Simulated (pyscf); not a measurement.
PySCF, gas phase, ωB97X-D3(BJ)/def2-SVP geometries. Correlated levels are frozen-core, on RHF or UHF. ΔMP2 is the change of the MP2 total energy from the triple- to the quadruple-zeta basis.

Estimate by transition-state theory (the high-pressure limit) the rate constant of H₃C–CH₂–NH₂ (SMILES CCN) → H₂C=CH₂ (SMILES C=C) + NH₃ (SMILES N) (singlet surface; C–N, C–H broken, H–N formed) at 1200 K, with CCSD(T)/def2-TZVPP + ΔMP2(QZVPP) energies (ideal gas, 1 atm, RRHO with modes under 100 cm⁻¹ raised to 100, one conformer, R ln 2 for rigid chiral ones; no tunnelling).

The electronic barrier is 72.1 kcal/mol and the thermal terms add -4.8, so ΔG‡ = 67.3 kcal/mol. With k_BT/h = 2.50e+13 s⁻¹ and RT = 2.385 kcal/mol, k = 1.4e+01 s⁻¹, a half-life of 5.0e-02 s through this channel alone. Wigner's tunnelling factor for 889i cm⁻¹ would be 1.05. A shift of 1 kcal/mol in the barrier changes k by a factor 1.5. This is the saddle that the search found; another between the same sides may lie lower. The CCSD(T) − MP2 part came from Ansatz, without density fitting, on the same reference.
